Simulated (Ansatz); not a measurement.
Born–Oppenheimer molecular dynamics of CH$_{6}$OSi (9 atoms, charge 0, multiplicity 1). It goes on from the last frame of an earlier run, with new velocities.

The calculation used Ansatz 0.2.0, RKS BLYP/6-31G*.

```yaml
ensemble: NVE (velocity Verlet)
time_step: 0.5 fs
steps_asked: 166
starting_velocities_drawn_for: 1000 K
masses: H 2.014 u
seed: 526314
```

First frame:

```xyz
9
Properties=species:S:1:pos:R:3
Si 0.088 0.050 -0.007
H 0.090 0.796 1.173
H 1.574 -0.378 -0.108
H -0.115 0.937 -1.409
O -0.543 -1.548 -0.163
C -1.513 -2.525 0.252
H -1.131 -3.261 1.024
H -2.470 -2.131 0.607
H -1.497 -3.128 -0.710
```

How far do the bonds stretch over the last three quarters of this one trajectory? (Pairs bonded in most of those frames.)


| bond | mean (Å) | spread (Å) | shortest | longest |
| --- | --- | --- | --- | --- |
| Si1–H2 | 1.532 | 0.083 | 1.40 | 1.65 |
| Si1–H3 | 1.508 | 0.042 | 1.45 | 1.57 |
| Si1–H4 | 1.525 | 0.120 | 1.34 | 1.69 |
| Si1–O5 | 1.684 | 0.028 | 1.62 | 1.73 |
| O5–C6 | 1.453 | 0.032 | 1.40 | 1.50 |
| C6–H7 | 1.133 | 0.063 | 1.03 | 1.24 |
| C6–H8 | 1.112 | 0.019 | 1.07 | 1.15 |
| C6–H9 | 1.118 | 0.022 | 1.08 | 1.16 |

Mean temperature of the second half: 1279 K. The conserved energy stayed within 0.21 meV per atom of its start (net change -0.05 meV per atom), so the integration is sound. A run of 0.083 ps of so small a system gives no equilibrium averages.

The run took 3.9 min on 1 thread of Arm Neoverse V2 (shared host), peak memory 0.11 GiB.
